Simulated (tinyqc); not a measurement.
Inside a calculation (part 2 of 3). Method: UKS/PBE in the sto-6g basis, for BH2, spin multiplicity 2. Computed by tinyqc, a small Python program that keeps every step (integrals from PySCF). Command: `OMP_NUM_THREADS=1 python tinyqc.py 26931 26932 out.jsonl` (the two numbers bound the seeds that draw the settings). One thread of a shared host (Intel(R) Xeon(R) Processor @ 2.60GHz), about 5 s of CPU time with the checks.

Geometry (angstrom):

| atom | x | y | z |
|---|---|---|---|
| B | 0.000000 | 0.000000 | 0.000000 |
| H | 0.000000 | 1.391000 | 0.770000 |
| H | 0.000000 | -1.477000 | 0.817000 |

## Iteration 1: diagonalisation and new density

F(alpha) (hartree):
```
            1B 1s      1B 2s    1B 2px     1B 2py     1B 2pz      2H 1s      3H 1s
1B 1s   -6.306111  -1.826351  0.000000  -0.000129  -0.000372  -0.194046  -0.155138
1B 2s   -1.826351  -0.746247  0.000000  -0.004004  -0.014907  -0.215860  -0.185652
1B 2px   0.000000   0.000000  0.019247   0.000000   0.000000   0.000000   0.000000
1B 2py  -0.000129  -0.004004  0.000000  -0.014781  -0.002650  -0.145717   0.130622
1B 2pz  -0.000372  -0.014907  0.000000  -0.002650   0.008813  -0.081312  -0.072982
2H 1s   -0.194046  -0.215860  0.000000  -0.145717  -0.081312  -0.172436  -0.024575
3H 1s   -0.155138  -0.185652  0.000000   0.130622  -0.072982  -0.024575  -0.160641
```

F(beta) (hartree):
```
            1B 1s      1B 2s    1B 2px     1B 2py     1B 2pz      2H 1s      3H 1s
1B 1s   -6.159120  -1.807712  0.000000  -0.000125  -0.000380  -0.191919  -0.153444
1B 2s   -1.807712  -0.717924  0.000000  -0.003884  -0.014510  -0.208334  -0.179255
1B 2px   0.000000   0.000000  0.047126   0.000000   0.000000   0.000000   0.000000
1B 2py  -0.000125  -0.003884  0.000000   0.014114  -0.002575  -0.138048   0.123999
1B 2pz  -0.000380  -0.014510  0.000000  -0.002575   0.037001  -0.077052  -0.069300
2H 1s   -0.191919  -0.208334  0.000000  -0.138048  -0.077052  -0.144565  -0.023961
3H 1s   -0.153444  -0.179255  0.000000   0.123999  -0.069300  -0.023961  -0.133042
```

X:
```
                1          2          3         4          5          6         7
1B 1s   -0.423007   0.153821   0.696131  0.000000  -0.557243  -0.061059  0.283814
1B 2s    0.896893  -0.251697  -0.284117  0.000000  -0.260040  -0.085930  0.508017
1B 2px   0.000000   0.000000   0.000000  1.000000   0.000000   0.000000  0.000000
1B 2py   0.276873   0.864415  -0.015301  0.000000  -0.003796   0.604580  0.088835
1B 2pz   0.376933  -0.090771   0.659006  0.000000   0.656624  -0.028165  0.208108
2H 1s   -0.788285  -0.477829  -0.251454  0.000000   0.206537   0.354899  0.420017
3H 1s   -0.371249   0.783761  -0.287967  0.000000   0.232006  -0.469301  0.289637
```

Diagonalise F' = X^T F X, C = X C', fill 4 alpha and 3 beta electrons from the bottom; D(s) = C_occ C_occ^T. Each column has its largest component positive (the first on a tie).

F' = X^T F X (alpha) (hartree):
```
           1          2          3         4          5          6          7
1  -0.142670   0.156388   0.833195  0.000000  -0.736300  -0.078994   0.524719
2   0.156388   0.128914  -0.350811  0.000000   0.324177   0.118016  -0.217206
3   0.833195  -0.350811  -2.288836  0.000000   2.361110   0.309288  -1.596720
4   0.000000   0.000000   0.000000  0.019247   0.000000   0.000000   0.000000
5  -0.736300   0.324177   2.361110  0.000000  -2.461042  -0.329957   1.713756
6  -0.078994   0.118016   0.309288  0.000000  -0.329957  -0.241299   0.244700
7   0.524719  -0.217206  -1.596720  0.000000   1.713756   0.244700  -1.526167
```

orbital energies (alpha) (hartree): MO1 -6.310688, MO2 -0.310460, MO3 -0.209987, MO4 -0.055786, MO5 0.019247, MO6 0.139534, MO7 0.216285

coefficients C (alpha):
```
              MO1        MO2        MO3        MO4       MO5        MO6        MO7
1B 1s    0.991828  -0.219879  -0.015865  -0.173568  0.000000  -0.133671  -0.040957
1B 2s    0.030423   0.687032   0.059289   0.670529  0.000000   0.566662   0.185491
1B 2px   0.000000   0.000000   0.000000   0.000000  1.000000   0.000000   0.000000
1B 2py   0.000358   0.029839  -0.428375  -0.021709  0.000000  -0.234388   0.978634
1B 2pz   0.001606   0.096210   0.001614  -0.641537  0.000000   0.777715   0.184912
2H 1s   -0.005441   0.394042  -0.498269  -0.362700  0.000000  -0.439256  -0.727942
3H 1s   -0.004785   0.316841   0.568623  -0.388580  0.000000  -0.679866   0.395015
```

F' = X^T F X (beta) (hartree):
```
           1          2          3         4          5          6          7
1  -0.098180   0.151242   0.806288  0.000000  -0.712052  -0.075901   0.510563
2   0.151242   0.161298  -0.340683  0.000000   0.315077   0.117482  -0.211769
3   0.806288  -0.340683  -2.208570  0.000000   2.315451   0.303659  -1.569340
4   0.000000   0.000000   0.000000  0.047126   0.000000   0.000000   0.000000
5  -0.712052   0.315077   2.315451  0.000000  -2.393555  -0.325090   1.690378
6  -0.075901   0.117482   0.303659  0.000000  -0.325090  -0.213268   0.242133
7   0.510563  -0.211769  -1.569340  0.000000   1.690378   0.242133  -1.485415
```

orbital energies (beta) (hartree): MO1 -6.165084, MO2 -0.281133, MO3 -0.182604, MO4 -0.026326, MO5 0.047126, MO6 0.170450, MO7 0.247005

coefficients C (beta):
```
              MO1        MO2        MO3        MO4       MO5        MO6        MO7
1B 1s    0.990519  -0.220854  -0.015703  -0.176216  0.000000  -0.137756  -0.042568
1B 2s    0.035062   0.679170   0.057900   0.670204  0.000000   0.574960   0.189660
1B 2px   0.000000   0.000000   0.000000   0.000000  1.000000   0.000000   0.000000
1B 2py   0.000413   0.029667  -0.428350  -0.021651  0.000000  -0.238306   0.977705
1B 2pz   0.001853   0.097678   0.002134  -0.648246  0.000000   0.771496   0.186778
2H 1s   -0.006322   0.399335  -0.497742  -0.354938  0.000000  -0.438296  -0.729813
3H 1s   -0.005555   0.322453   0.569215  -0.379811  0.000000  -0.683319   0.392172
```

D(alpha) after iteration 1:
```
            1B 1s      1B 2s    1B 2px     1B 2py     1B 2pz      2H 1s      3H 1s
1B 1s    1.062446  -0.238213  0.000000   0.004358   0.091763  -0.021180  -0.015989
1B 2s   -0.238213   0.926064  0.000000  -0.019443  -0.363925  -0.002189  -0.009306
1B 2px   0.000000   0.000000  0.000000   0.000000   0.000000   0.000000   0.000000
1B 2py   0.004358  -0.019443  0.000000   0.184867   0.016107   0.233076  -0.225696
1B 2pz   0.091763  -0.363925  0.000000   0.016107   0.420831   0.269784   0.280682
2H 1s   -0.021180  -0.002189  0.000000   0.233076   0.269784   0.535123  -0.017515
3H 1s   -0.015989  -0.009306  0.000000  -0.225696   0.280682  -0.017515   0.574738
```

D(beta) after iteration 1:
```
            1B 1s      1B 2s    1B 2px     1B 2py     1B 2pz      2H 1s      3H 1s
1B 1s    1.030151  -0.116177  0.000000   0.000583  -0.019770  -0.086640  -0.085655
1B 2s   -0.116177   0.465854  0.000000  -0.004638   0.066528   0.242175   0.251763
1B 2px   0.000000   0.000000  0.000000   0.000000   0.000000   0.000000   0.000000
1B 2py   0.000583  -0.004638  0.000000   0.184364   0.001984   0.225052  -0.234259
1B 2pz  -0.019770   0.066528  0.000000   0.001984   0.009549   0.037932   0.032701
2H 1s   -0.086640   0.242175  0.000000   0.225052   0.037932   0.407256  -0.154521
3H 1s   -0.085655   0.251763  0.000000  -0.234259   0.032701  -0.154521   0.428013
```

## Iteration 2: exchange-correlation on the grid

Becke grid with 40 radial and 86 angular points per atom, points of zero weight dropped. rho = sum D_ij phi_i phi_j; V_xc,ij = sum w v_xc phi_i phi_j plus the gradient terms; v_xc is d(rho eps)/d rho(s) for spin s at fixed gradient.

The 12 grid points with the largest w rho, of 10311 (bohr, atomic units):

| x | y | z | w | rho(alpha) | rho(beta) | eps_xc | v_xc(alpha) |
|---|---|---|---|---|---|---|---|
| 0.000000 | -1.746238 | 0.704730 | 0.082069 | 0.039675 | 0.038835 | -0.367845 | -0.480488 |
| 0.000000 | 1.512789 | 0.610516 | 0.069857 | 0.046136 | 0.045548 | -0.385687 | -0.504341 |
| 0.000000 | 1.746238 | 0.704730 | 0.063787 | 0.049404 | 0.047351 | -0.392350 | -0.512698 |
| 0.000000 | -1.512789 | 0.610516 | 0.077566 | 0.039626 | 0.039499 | -0.368638 | -0.481650 |
| -0.356022 | 1.307524 | 1.307524 | 0.083125 | 0.037107 | 0.032799 | -0.356206 | -0.467393 |
| 0.356022 | 1.307524 | 1.307524 | 0.083125 | 0.037107 | 0.032799 | -0.356206 | -0.467393 |
| -0.356022 | -1.307524 | 1.307524 | 0.098156 | 0.030740 | 0.027806 | -0.337181 | -0.442184 |
| 0.356022 | -1.307524 | 1.307524 | 0.098156 | 0.030740 | 0.027806 | -0.337181 | -0.442184 |
| -0.308426 | 1.132725 | 1.132725 | 0.077240 | 0.038785 | 0.035208 | -0.361822 | -0.476354 |
| 0.308426 | 1.132725 | 1.132725 | 0.077240 | 0.038785 | 0.035208 | -0.361822 | -0.476354 |
| 0.000000 | 1.631337 | 0.000000 | 0.081217 | 0.035282 | 0.032955 | -0.353956 | -0.459689 |
| 0.000000 | -1.883080 | 0.000000 | 0.109610 | 0.025943 | 0.024486 | -0.323478 | -0.416151 |

electrons on the grid, sum of w rho = 6.999996

E_xc = sum of w rho eps_xc = -4.69524455 hartree

V_xc(alpha) (hartree):
```
            1B 1s      1B 2s     1B 2px     1B 2py     1B 2pz      2H 1s      3H 1s
1B 1s   -1.892512  -0.254958   0.000000   0.000149   0.004816  -0.028726  -0.022898
1B 2s   -0.254958  -0.441765   0.000000  -0.000529   0.023492  -0.120447  -0.103224
1B 2px   0.000000   0.000000  -0.404607   0.000000   0.000000   0.000000   0.000000
1B 2py   0.000149  -0.000529   0.000000  -0.461366  -0.002983  -0.125929   0.109871
1B 2pz   0.004816   0.023492   0.000000  -0.002983  -0.459406  -0.067388  -0.058574
2H 1s   -0.028726  -0.120447   0.000000  -0.125929  -0.067388  -0.467401  -0.009797
3H 1s   -0.022898  -0.103224   0.000000   0.109871  -0.058574  -0.009797  -0.468116
```

V_xc(beta) (hartree):
```
            1B 1s      1B 2s     1B 2px     1B 2py     1B 2pz      2H 1s      3H 1s
1B 1s   -1.877403  -0.248728   0.000000   0.000008  -0.001057  -0.028279  -0.022533
1B 2s   -0.248728  -0.393813   0.000000  -0.001720  -0.029204  -0.115262  -0.098666
1B 2px   0.000000   0.000000  -0.367303   0.000000   0.000000   0.000000   0.000000
1B 2py   0.000008  -0.001720   0.000000  -0.435640  -0.001760  -0.122382   0.106451
1B 2pz  -0.001057  -0.029204   0.000000  -0.001760  -0.378538  -0.068094  -0.059126
2H 1s   -0.028279  -0.115262   0.000000  -0.122382  -0.068094  -0.447684  -0.009394
3H 1s   -0.022533  -0.098666   0.000000   0.106451  -0.059126  -0.009394  -0.446140
```

## Iteration 2: building the Kohn-Sham matrix

core Hamiltonian H = T + V (hartree):
```
             1B 1s      1B 2s     1B 2px     1B 2py     1B 2pz      2H 1s      3H 1s
1B 1s   -13.090826  -3.249281   0.000000  -0.001078  -0.010000  -0.344886  -0.275432
1B 2s    -3.249281  -4.018145   0.000000  -0.009102  -0.094088  -1.012254  -0.868364
1B 2px    0.000000   0.000000  -3.226488   0.000000   0.000000   0.000000   0.000000
1B 2py   -0.001078  -0.009102   0.000000  -3.320546  -0.003888  -0.908624   0.797495
1B 2pz   -0.010000  -0.094088   0.000000  -0.003888  -3.255290  -0.513444  -0.450637
2H 1s    -0.344886  -1.012254   0.000000  -0.908624  -0.513444  -2.315142  -0.094554
3H 1s    -0.275432  -0.868364   0.000000   0.797495  -0.450637  -0.094554  -2.220235
```

nuclear repulsion = 3.41622811 hartree

Given earlier and not repeated: Two-electron integrals (ij|kl) in chemists' order.

J_ij = sum D_kl (ij|kl) with D = D(alpha) + D(beta); F = H + J + V_xc; E = tr D H + tr D J / 2 + E_xc + E_nn.

Coulomb J (hartree):
```
           1B 1s     1B 2s    1B 2px     1B 2py    1B 2pz     2H 1s      3H 1s
1B 1s   8.467689  1.629765  0.000000   0.000502  0.003934  0.174623   0.139272
1B 2s   1.629765  3.622509  0.000000   0.003665  0.075949  0.908502   0.781792
1B 2px  0.000000  0.000000  3.556125   0.000000  0.000000  0.000000   0.000000
1B 2py  0.000502  0.003665  0.000000   3.692551  0.003663  0.886581  -0.778763
1B 2pz  0.003934  0.075949  0.000000   0.003663  3.618844  0.498784   0.437437
2H 1s   0.174623  0.908502  0.000000   0.886581  0.498784  2.645257   0.079206
3H 1s   0.139272  0.781792  0.000000  -0.778763  0.437437  0.079206   2.584648
```

F(alpha) (hartree):
```
            1B 1s      1B 2s     1B 2px     1B 2py     1B 2pz      2H 1s      3H 1s
1B 1s   -6.515649  -1.874474   0.000000  -0.000427  -0.001250  -0.198988  -0.159058
1B 2s   -1.874474  -0.837401   0.000000  -0.005966   0.005353  -0.224199  -0.189796
1B 2px   0.000000   0.000000  -0.074970   0.000000   0.000000   0.000000   0.000000
1B 2py  -0.000427  -0.005966   0.000000  -0.089361  -0.003208  -0.147972   0.128603
1B 2pz  -0.001250   0.005353   0.000000  -0.003208  -0.095852  -0.082048  -0.071773
2H 1s   -0.198988  -0.224199   0.000000  -0.147972  -0.082048  -0.137287  -0.025144
3H 1s   -0.159058  -0.189796   0.000000   0.128603  -0.071773  -0.025144  -0.103703
```

F(beta) (hartree):
```
            1B 1s      1B 2s     1B 2px     1B 2py     1B 2pz      2H 1s      3H 1s
1B 1s   -6.500539  -1.868244   0.000000  -0.000568  -0.007124  -0.198541  -0.158693
1B 2s   -1.868244  -0.789449   0.000000  -0.007156  -0.047343  -0.219014  -0.185238
1B 2px   0.000000   0.000000  -0.037666   0.000000   0.000000   0.000000   0.000000
1B 2py  -0.000568  -0.007156   0.000000  -0.063635  -0.001985  -0.144425   0.125183
1B 2pz  -0.007124  -0.047343   0.000000  -0.001985  -0.014984  -0.082753  -0.072325
2H 1s   -0.198541  -0.219014   0.000000  -0.144425  -0.082753  -0.117570  -0.024741
3H 1s   -0.158693  -0.185238   0.000000   0.125183  -0.072325  -0.024741  -0.081728
```

total energy of this density = -25.65211532 hartree

## Iteration 2: DIIS over 2 matrices

error matrix X^T (FDS - SDF) X (alpha):
```
           1          2          3         4          5          6          7
1   0.000000   0.000581  -0.008055  0.000000  -0.040662  -0.009473  -0.039086
2  -0.000581   0.000000   0.004653  0.000000   0.016777  -0.059735   0.002613
3   0.008055  -0.004653   0.000000  0.000000  -0.024076   0.007293  -0.022241
4   0.000000   0.000000   0.000000  0.000000   0.000000   0.000000   0.000000
5   0.040662  -0.016777   0.024076  0.000000   0.000000   0.001664  -0.008567
6   0.009473   0.059735  -0.007293  0.000000  -0.001664   0.000000   0.000038
7   0.039086  -0.002613   0.022241  0.000000   0.008567  -0.000038   0.000000
```

B (overlaps of the stored error matrices):
```
                1               2
1   1.6649968e-01  -9.0081915e-04
2  -9.0081915e-04   3.5500229e-02
```

Minimise |sum c_i e_i|^2 with sum c_i = 1: solve [B -1; -1 0][c; lambda] = [0; -1] with B_ij = tr e_i^T e_j summed over both spins, and take F = sum c_i F_i.

DIIS coefficients: 0.178610  0.821390

extrapolated F(alpha) (hartree):
```
            1B 1s      1B 2s     1B 2px     1B 2py     1B 2pz      2H 1s      3H 1s
1B 1s   -6.478224  -1.865879   0.000000  -0.000374  -0.001093  -0.198105  -0.158358
1B 2s   -1.865879  -0.821120   0.000000  -0.005615   0.001734  -0.222709  -0.189056
1B 2px   0.000000   0.000000  -0.058142   0.000000   0.000000   0.000000   0.000000
1B 2py  -0.000374  -0.005615   0.000000  -0.076040  -0.003108  -0.147569   0.128964
1B 2pz  -0.001093   0.001734   0.000000  -0.003108  -0.077158  -0.081916  -0.071989
2H 1s   -0.198105  -0.222709   0.000000  -0.147569  -0.081916  -0.143565  -0.025043
3H 1s   -0.158358  -0.189056   0.000000   0.128964  -0.071989  -0.025043  -0.113873
```

extrapolated F(beta) (hartree):
```
            1B 1s      1B 2s     1B 2px     1B 2py     1B 2pz      2H 1s      3H 1s
1B 1s   -6.439558  -1.857433   0.000000  -0.000489  -0.005919  -0.197359  -0.157755
1B 2s   -1.857433  -0.776674   0.000000  -0.006572  -0.041479  -0.217107  -0.184169
1B 2px   0.000000   0.000000  -0.022521   0.000000   0.000000   0.000000   0.000000
1B 2py  -0.000489  -0.006572   0.000000  -0.049748  -0.002091  -0.143286   0.124971
1B 2pz  -0.005919  -0.041479   0.000000  -0.002091  -0.005698  -0.081735  -0.071785
2H 1s   -0.197359  -0.217107   0.000000  -0.143286  -0.081735  -0.122391  -0.024602
3H 1s   -0.157755  -0.184169   0.000000   0.124971  -0.071785  -0.024602  -0.090893
```

## Iteration 2: diagonalisation and new density

As before.

F' = X^T F X (alpha) (hartree):
```
           1          2          3          4          5          6          7
1  -0.176395   0.158242   0.874104   0.000000  -0.770822  -0.088733   0.495069
2   0.158242   0.112442  -0.368847   0.000000   0.339282   0.064089  -0.216413
3   0.874104  -0.368847  -2.400287   0.000000   2.373165   0.321634  -1.643629
4   0.000000   0.000000   0.000000  -0.058142   0.000000   0.000000   0.000000
5  -0.770822   0.339282   2.373165   0.000000  -2.566468  -0.342342   1.764333
6  -0.088733   0.064089   0.321634   0.000000  -0.342342  -0.250677   0.246441
7   0.495069  -0.216413  -1.643629   0.000000   1.764333   0.246441  -1.568429
```

orbital energies (alpha) (hartree): MO1 -6.482388, MO2 -0.345412, MO3 -0.205934, MO4 -0.121912, MO5 -0.058142, MO6 0.121125, MO7 0.184709

coefficients C (alpha):
```
              MO1        MO2        MO3        MO4       MO5        MO6        MO7
1B 1s    0.992284  -0.253099   0.029618   0.104180  0.000000   0.141781  -0.038380
1B 2s    0.028797   0.826365  -0.112939  -0.418818  0.000000  -0.614704   0.178448
1B 2px   0.000000   0.000000   0.000000   0.000000  1.000000   0.000000   0.000000
1B 2py   0.000394   0.036599   0.554779  -0.038261  0.000000   0.193322   0.921723
1B 2pz   0.001585   0.037276   0.039723   0.794336  0.000000  -0.633585   0.156508
2H 1s   -0.005179   0.288415   0.455671   0.271994  0.000000   0.516919  -0.791161
3H 1s   -0.004526   0.209109  -0.449438   0.333634  0.000000   0.791629   0.457453
```

F' = X^T F X (beta) (hartree):
```
           1          2          3          4          5          6          7
1  -0.150998   0.158925   0.860224   0.000000  -0.777947  -0.087075   0.490852
2   0.158925   0.143253  -0.363450   0.000000   0.342857   0.066062  -0.214815
3   0.860224  -0.363450  -2.334269   0.000000   2.404985   0.323593  -1.650206
4   0.000000   0.000000   0.000000  -0.022521   0.000000   0.000000   0.000000
5  -0.777947   0.342857   2.404985   0.000000  -2.499142  -0.339187   1.750306
6  -0.087075   0.066062   0.323593   0.000000  -0.339187  -0.228861   0.245825
7   0.490852  -0.214815  -1.650206   0.000000   1.750306   0.245825  -1.547821
```

orbital energies (beta) (hartree): MO1 -6.443838, MO2 -0.316134, MO3 -0.184062, MO4 -0.035732, MO5 -0.022521, MO6 0.146686, MO7 0.215243

coefficients C (beta):
```
              MO1        MO2        MO3        MO4       MO5        MO6        MO7
1B 1s    0.992182  -0.240923   0.028896   0.144807  0.000000   0.129083  -0.032497
1B 2s    0.029183   0.778510  -0.107227  -0.564164  0.000000  -0.566685   0.154069
1B 2px   0.000000   0.000000   0.000000   0.000000  1.000000   0.000000   0.000000
1B 2py   0.000431   0.044094   0.551062  -0.014032  0.000000   0.171136   0.928671
1B 2pz   0.002559   0.148107  -0.007410   0.738574  0.000000  -0.685315   0.150731
2H 1s   -0.005374   0.316637   0.442363   0.302580  0.000000   0.520678  -0.774167
3H 1s   -0.004684   0.224540  -0.469099   0.327849  0.000000   0.767014   0.476134
```

D(alpha) after iteration 2:
```
            1B 1s      1B 2s    1B 2px     1B 2py     1B 2pz      2H 1s      3H 1s
1B 1s    1.060417  -0.227554  0.000000   0.003574   0.076068  -0.036304  -0.035970
1B 2s   -0.227554   0.871873  0.000000  -0.016377  -0.306320   0.072808   0.083697
1B 2px   0.000000   0.000000  0.000000   0.000000   0.000000   0.000000   0.000000
1B 2py   0.003574  -0.016377  0.000000   0.310583  -0.006990   0.252943  -0.254453
1B 2pz   0.076068  -0.306320  0.000000  -0.006990   0.633940   0.244898   0.254952
2H 1s   -0.036304   0.072808  0.000000   0.252943   0.244898   0.364826  -0.053716
3H 1s   -0.035970   0.083697  0.000000  -0.254453   0.254952  -0.053716   0.357053
```

D(beta) after iteration 2:
```
            1B 1s      1B 2s    1B 2px     1B 2py     1B 2pz      2H 1s      3H 1s
1B 1s    1.043304  -0.161705  0.000000   0.005728  -0.033358  -0.068835  -0.072299
1B 2s   -0.161705   0.618427  0.000000  -0.024749   0.116172   0.198915   0.224970
1B 2px   0.000000   0.000000  0.000000   0.000000   0.000000   0.000000   0.000000
1B 2py   0.005728  -0.024749  0.000000   0.305614   0.002448   0.257729  -0.248604
1B 2pz  -0.033358   0.116172  0.000000   0.002448   0.021997   0.043604   0.036720
2H 1s   -0.068835   0.198915  0.000000   0.257729   0.043604   0.295973  -0.136389
3H 1s   -0.072299   0.224970  0.000000  -0.248604   0.036720  -0.136389   0.270494
```
